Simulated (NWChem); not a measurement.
**Correlation energy of O$_{2}$ (+1)**

```
O
O 1 1.1070
```
Charge +1, spin multiplicity 2.

All runs are NWChem calculations. Structure: optimised with UB3LYP/def2-SVP, a minimum by its harmonic frequencies.

Basis set: 3-21G. Each correlation energy counts from its own Hartree-Fock reference.

The correlated methods keep 2 core orbitals frozen. The structure started from a generated list of species. The unpaired electrons of the parent sit in orbitals of symmetry b2g (D2h labels of the run); other states weren't searched. The stability of the SCF solutions was not checked. Open-shell Hartree-Fock references start from PBE0 orbitals. Coupled-cluster values serve here as a point of comparison, not as the truth.

| method | correlation energy (mHa) |
|---|---|
| UMP2 | -290.6 |
| SCS-UMP2 | -276.0 |
| CCSD on UHF | (withheld) |
| CCSD[T] on UHF | -279.4 |
| CCSD(T) on UHF | -278.3 |
| CCSD on ROHF | -273.5 |
| CCSD[T] on ROHF | -284.6 |
| CCSD(T) on ROHF | (withheld) |
| CCSDT on ROHF | -283.3 |

Question: What belongs in the gaps?

Answer: 
- CCSD on UHF, correlation energy (mHa): -268.6
- CCSD(T) on ROHF, correlation energy (mHa): -283.8
